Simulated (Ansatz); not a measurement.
## Antifluorite Mg₂Sn: Voigt–Reuss–Hill shear modulus by level of theory

No measured value is used here.

```json
[
 {"level (code)": "LDA (Ansatz)", "value (GPa)": "31.0", "cell (Å³/atom)": "24.65"},
 {"level (code)": "PBE (Ansatz)", "value (GPa)": "27.1", "cell (Å³/atom)": "26.39"},
 {"level (code)": "PBEsol (Ansatz)", "value (GPa)": "28.9", "cell (Å³/atom)": "25.58"},
 {"level (code)": "PBE-D3(BJ) (Ansatz)", "value (GPa)": "29.7", "cell (Å³/atom)": "25.20"},
 {"level (code)": "HSE06 (Ansatz)", "value (GPa)": "?", "cell (Å³/atom)": "25.83"},
 {"level (code)": "Hartree–Fock (Ansatz)", "value (GPa)": "?", "cell (Å³/atom)": "27.23"}
]
```

**Question.** Complete the blanks.

**Answer.** 
- HSE06 (Ansatz, an electronic-structure program), value (GPa): 35.0
- Hartree–Fock (Ansatz), value (GPa): 40.1

LDA, PBE, PBEsol, PBE-D3(BJ): the solid has no gap at this level, which affects its response. PBE-D3(BJ): the dispersion coefficients are held fixed in the derivatives. Each level is taken at its own relaxed cell. K meshes differ between the levels. Ansatz's density-functional and Hartree–Fock values are scalar-relativistic unless marked +SOC, with PAW data made under PBE.
